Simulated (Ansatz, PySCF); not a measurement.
This PySCF input computes a CCSD(T)/cc-pVDZ energy:

```python
from pyscf import gto, scf, mp, cc as ccmod

mol = gto.M(
    atom='''
    N    -0.00000000   -0.00000000   -1.20500663
    N    -0.00000000   -0.00000000   -0.06983899
    O     0.00000000    0.00000000    1.11548992
    ''',
    basis='cc-pvdz',
    charge=1,
    spin=1,
    symmetry='C2v',
    verbose=4,
)

mf = scf.UHF(mol)
mf.conv_tol = 1e-10
mf.max_cycle = 100
mf.kernel()
mp2 = mp.MP2(mf, frozen=3).run()
cc = ccmod.CCSD(mf, frozen=3)
cc.max_cycle = 100
cc.kernel()
et = cc.ccsd_t()
print(f'E(CCSD(T)) = {cc.e_tot + et:.9f}')
```

Task: Write an input for the same energy in Ansatz (an electronic-structure program) and say what it gives.

Result: 
Ansatz 0.2 input:
```yaml
crystal:
  periodic: [false, false, false]
  atoms:
    - {symbol: N, position_ang: [-0.00000000, -0.00000000, -1.20500663]}
    - {symbol: N, position_ang: [-0.00000000, -0.00000000, -0.06983899]}
    - {symbol: O, position_ang: [0.00000000, 0.00000000, 1.11548992]}
basis:
  gaussian:
    orbitals: cc-pVDZ
total_charge: 1
magnetization: {spin_polarized: true, initial_magnetization: 1}
correlation: {method: ccsd_t, electrons: outside_noble_gas}
```
It gives -183.77748 Eh, and PySCF -183.77748 Eh, a difference of 0.00 mEh.
